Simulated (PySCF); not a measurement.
Bond stretch in CH4O, SMILES CO. The C1–O5 bond (C1 also carries H, H, H; O5 carries H) is stretched with both fragments frozen at the PBE0/def2-TZVP optimised geometry.

- RKS-B3LYP/LANL2DZ = PySCF with restricted B3LYP/LANL2DZ
- UCCSD(T) = CCSD(T) on UHF/cc-pVDZ, 2 core orbitals frozen run with PySCF 2.14.0

Energies relative to the lowest point of each curve near equilibrium, in kcal/mol:

```
R / Å  RKS-B3LYP/LANL2DZ
-----  -----------------
1.13                76.6
1.32                 9.0
1.35                 5.2
1.44                 0.0
1.50                 0.4
1.56                 2.9
1.74                17.4
2.30                73.3
2.83               108.3
3.47               130.4
3.77               136.3
4.92               147.1
```

Problem. Predict the corresponding UCCSD(T) column.

Solution. 1.13: 64.4; 1.32: 5.0; 1.35: 2.3; 1.44: 0.1; 1.50: 2.2; 1.56: 6.1; 1.74: 23.4; 2.30: 79.0; 2.83: 95.7; 3.47: 97.9; 3.77: 98.2; 4.92: 98.5 (kcal/mol).

The restricted form behind RKS-B3LYP/LANL2DZ keeps the bonding electrons paired and can't separate into open-shell fragments. The unrestricted determinant behind UCCSD(T) is spin-contaminated at 1.91 to 4.92 Å (<S²> up to 1.0, against 0.00 for a pure singlet).
